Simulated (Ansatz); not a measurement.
**One structure, 3 elements: CrBr, MoBr, WBr**

Plane-wave DFT in Ansatz with scalar-relativistic PAW potentials, cutoff 420 eV, Γ-centred meshes chosen by cell and gap, Gaussian smearing with energies taken to zero width. Every cell was relaxed (cell and atoms) in a run of its own, within the symmetry of its start. Functional: PBE.

All members share space group Fm-3m and the same sites; only the element on one set of sites changes (Cr, Mo, W). Members needn't be the stable form of their composition. Energies over the elements, where given, are against the elements' standard states in the same functional (H₂, N₂, O₂ and halogens uncorrected, Hg as a solid). The first member:

Space group Fm-3m (No. 225). a = 5.768 Å, b = 5.768 Å, c = 5.768 Å, α = 90.00°, β = 90.00°, γ = 90.00°
```
atom site symmetry x y z
  Cr    4a m-3m  0.0000  0.0000  0.0000
  Br    4b m-3m  0.5000  0.0000  0.0000
```

```csv
compound,V (Å³/atom),a (Å),energy over elements (eV/atom),largest moment (μB)
CrBr,23.98,5.768,0.241,4.31
WBr,20.79,5.499,2.350,1.99
```

Task: Predict the member with Mo.

Result: V (Å³/atom) 23.01, a (Å) 5.689, energy over elements (eV/atom) 1.409, largest moment (μB) 2.97. Interpolating linearly in period between Cr and W would give 22.39 Å³/atom (2.7 % too small), with 1.296 eV/atom over the elements. Over the whole series the volume shrinks at each step down the group; all are metallic on the mesh; none is bound against its elements in this structure, and Cr comes closest. W is no larger than Mo here (20.79 against 23.01 Å³/atom), as one expects from the lanthanide contraction and relativistic shrinking of 6s.

Spin-orbit coupling is left out, which matters for the bands of heavy elements. Magnetic cells started from one order each; another order can shift an energy by tens of meV per atom.